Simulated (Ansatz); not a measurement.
# SiClO (sextet): the correlation ladder, def2-QZVPP

An exercise on one series of results from a longer session: the logs are not shown, and one member is left open.

Program: Ansatz 0.2.0, Gaussian basis. Level of theory: def2-QZVPP, core rule «outside noble gas», up to 11 orbitals frozen. These are calculated values, not measurements.

Plan: UHF; ROHF; CCSD(T) on UHF.

### The system

The geometry is a PBE0/def2-TZVP stationary point (not a proven minimum) of the parent state, kept for this charge and spin.

3 atoms, charge 0, spin multiplicity 6.

Atoms are counted from 1 here; the program's logs count them from 0.

Bond lengths: Cl1–Si3 2.238 Å, O2–Si3 1.908 Å. Angles: Cl1–Si3–O2 65.5°.

Coordinates:

| atom | x (Å) | y (Å) | z (Å) |
| --- | --- | --- | --- |
| Cl1 | 0.00000 | -0.10465 | 1.13196 |
| O2 | 0.00000 | 1.27390 | -0.66080 |
| Si3 | 0.00000 | -0.59359 | -1.05246 |

The first run:

Input file in.yaml:

```yaml
crystal:
  periodic: [false, false, false]
  atoms:
    - {symbol: Cl, position_ang: [0.000000, -0.104654, 1.131961]}
    - {symbol: O, position_ang: [0.000000, 1.273898, -0.660805]}
    - {symbol: Si, position_ang: [0.000000, -0.593591, -1.052463]}
basis:
  gaussian: {orbitals: "def2-QZVPP.json"}
magnetization: {spin_polarized: true, initial_magnetization: 5}
hamiltonian: {xc: hf}
output: {orbitals: {seedname: orbitals}}
```

The run is started by

```bash
> ansatz run in.yaml --threads 1 --pin off --events-out ev --progress --plain --max-ram 2393MiB
```

Among the steps run: UHF; ROHF; CCSD(T) on UHF.

One of the session's tables, all rows but one given; the rest of the session is left out.

| method | from UCCSD(T) (meV) |
| --- | --- |
| ROHF | ? |
| UHF | +14074.7 |
| UMP2 | +1899.2 |
| UCCSD | +720.0 |
| UCCSD(T) | 0 |

Q: Estimate the row for ROHF from the others.

As computed: from UCCSD(T) (meV): +14448.9. In the column «from UCCSD(T) (meV)» it is the highest.
